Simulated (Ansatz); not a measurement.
Mulliken charges of C3H4FN (`N=C=CCF`) from B3LYP/def2-TZVPP in Ansatz (PBE0-D4/def2-TZVP geometry).

```json
{"atom": "N1", "x (Å)": "0.446", "y (Å)": "2.098", "z (Å)": "-0.864", "charge (e)": "-0.181"}
{"atom": "C2", "x (Å)": "0.486", "y (Å)": "0.926", "z (Å)": "-0.540", "charge (e)": "0.057"}
{"atom": "C3", "x (Å)": "0.589", "y (Å)": "-0.298", "z (Å)": "-0.093", "charge (e)": "-0.216"}
{"atom": "C4", "x (Å)": "-0.465", "y (Å)": "-0.962", "z (Å)": "0.733", "charge (e)": "0.107"}
{"atom": "F5", "x (Å)": "-1.607", "y (Å)": "-0.194", "z (Å)": "0.782", "charge (e)": "-0.242"}
{"atom": "H6", "x (Å)": "0.013", "y (Å)": "2.299", "z (Å)": "-1.764", "charge (e)": "0.182"}
{"atom": "H7", "x (Å)": "1.479", "y (Å)": "-0.864", "z (Å)": "-0.344", "charge (e)": "0.117"}
{"atom": "H8", "x (Å)": "-0.729", "y (Å)": "-1.937", "z (Å)": "0.309", "charge (e)": "0.087"}
{"atom": "H9", "x (Å)": "-0.124", "y (Å)": "-1.114", "z (Å)": "1.764", "charge (e)": "0.088"}
```

By hand: the dipole of these point charges (1 e Å = 4.8032 D).

Σ q r = (0.260, -0.268, -0.144) e Å, of length 0.400 e Å = 1.92 D.

How does the dipole of the full density compare? (Estimate.)

Computed: (0.165, -0.367, -0.226) e Å, 2.22 D; the point charges give 0.86 times that, at 20° from its direction.

Point charges leave out the atoms' own dipoles, such as those of lone pairs, and Mulliken's split depends on the basis, so the two needn't agree.

B3LYP here is the variant with VWN-RPA as its local correlation; programs differ in this.
